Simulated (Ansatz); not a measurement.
Ansatz (a first-principles code) input (HF/6-31G*):

Ansatz 0.2 input:
```yaml
crystal:
  periodic: [false, false, false]
  atoms:
    - {symbol: C, position_ang: [0.00336707, 0.12313665, 0.85260472]}
    - {symbol: C, position_ang: [-0.00314858, 0.02251574, -0.68496035]}
    - {symbol: H, position_ang: [-0.86225536, -0.48172538, 1.20382557]}
    - {symbol: H, position_ang: [0.87649455, -0.47537461, 1.19604177]}
    - {symbol: H, position_ang: [-0.00165263, -0.98190209, -1.17029581]}
    - {symbol: H, position_ang: [-0.87855677, 0.52936032, -1.11381695]}
    - {symbol: H, position_ang: [0.86465924, 0.53572740, -1.12162074]}
basis:
  gaussian:
    orbitals: 6-31G*
hamiltonian:
  xc: {name: HF}
total_charge: -1
phonons: {temperatures: {t_min: 298.15, t_max: 298.15, t_step: 100}}
```

Problem. Which harmonic wavenumbers does it give?

Solution. 370, 896, 926, 982, 1226, 1376, 1525, 1601, 1632, 1658, 2828, 2886, 2906, 3060, 3073 cm⁻¹ (unscaled; negative means imaginary).
